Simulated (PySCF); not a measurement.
Gas-phase reaction: 2 CH3SiCl3 + SiH4 = CH3SiHCl2 + CH2Cl2 + 2 SiH2Cl

Method: PySCF energies plus ideal-gas RRHO corrections (1 bar). † marks an energy on the PBE0/def2-TZVP geometry and frequencies; other levels use their own. CCSD(T) freezes the core. 6-31G* has spherical d functions here. Open shells (unrestricted): SiH2Cl (multiplicity 2); the rest are closed-shell singlets. SiH2Cl: computed as isolated molecules; such fragments, hydroxides, amides, oligomers or adducts are transient or little studied in the gas. CCSD(T) isn't extrapolated to the basis-set limit. The harmonic model lacks anharmonicity and excited electronic states, which grow with temperature; levels with a mode under 35 cm⁻¹ are left out. Internal rotation in CH3SiCl3, CH3SiHCl2 is treated as a harmonic vibration of one conformer, which makes the entropy rough.

ΔH° and ΔS° at 298 K: CCSD(T)/def2-SVP† 659 kJ, 220 J/K; HF/6-31G* 567 kJ, 224 J/K; M06-2X/def2-TZVP† 659 kJ, 220 J/K; PBE/def2-SVP 635 kJ, 218 J/K; PBE0/def2-TZVP 643 kJ, 220 J/K.

Task: With the heat capacities included, give log10 K (1 bar) at 600, 1000, 1400, 1600, 2500 K from CCSD(T)/def2-SVP†, HF/6-31G*, M06-2X/def2-TZVP†, PBE/def2-SVP, PBE0/def2-TZVP.

Result: 
| T (K) | CCSD(T)/def2-SVP† | HF/6-31G* | M06-2X/def2-TZVP† | PBE/def2-SVP | PBE0/def2-TZVP |
|---|---|---|---|---|---|
| 600 | -46.1 | -37.9 | -46.1 | -44.1 | -44.7 |
| 1000 | -23.3 | -18.3 | -23.4 | -22.2 | -22.5 |
| 1400 | -13.7 | -10.1 | -13.7 | -12.9 | -13.1 |
| 1600 | -10.7 | -7.5 | -10.7 | -10.0 | -10.2 |
| 2500 | -3.2 | -1.1 | -3.2 | -2.8 | -2.9 |
